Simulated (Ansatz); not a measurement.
Reaction (SMILES): [CH3] (CH3) → [CH3-] (an electron is taken up)
B3LYP-D3(BJ)/def2-TZVP geometries, fixed; electronic energies without zero-point terms; positive where energy is released.
Largest species:
```xyz
4

C      0.0000     0.0000     0.0000
H      0.0036     1.0786    -0.0270
H      0.9326    -0.5425     0.0110
H     -0.9362    -0.5361     0.0160
```
Charge 0, spin multiplicity 2.

Effect of the final integration grid (spheres per factor e of radius in core and valence, angular degree) at PBE/aug-cc-pVQZ with Ansatz (a first-principles code), against the last row, where the adiabatic electron affinity is 0.12 eV. Open shells are unrestricted. The default's grid is 13, 11, 36.

```json
[
 {"setting": "accuracy: medium (default)", "largest shift of a total energy (mEh)": "0.000", "shift of the adiabatic electron affinity (eV)": "0.000"},
 {"setting": "final_grid: 4, 3, 11", "largest shift of a total energy (mEh)": "1.913", "shift of the adiabatic electron affinity (eV)": "-0.005"},
 {"setting": "final_grid: 6, 5, 17", "largest shift of a total energy (mEh)": "-0.071", "shift of the adiabatic electron affinity (eV)": "-0.004"},
 {"setting": "final_grid: 8, 7, 23", "largest shift of a total energy (mEh)": "0.012", "shift of the adiabatic electron affinity (eV)": "0.000"},
 {"setting": "final_grid: 10, 9, 29", "largest shift of a total energy (mEh)": "0.001", "shift of the adiabatic electron affinity (eV)": "0.000"},
 {"setting": "final_grid: 18, 15, 47", "largest shift of a total energy (mEh)": "0.000", "shift of the adiabatic electron affinity (eV)": "0.000"},
 {"setting": "final_grid: 26, 22, 59", "largest shift of a total energy (mEh)": "0.000", "shift of the adiabatic electron affinity (eV)": "0.000"}
]
```

Within 0.002 eV in the adiabatic electron affinity: accuracy: medium (default); final_grid: 8, 7, 23; final_grid: 10, 9, 29; final_grid: 18, 15, 47. The largest shift is 1.913 mEh in a total energy and 0.005 eV in the difference.
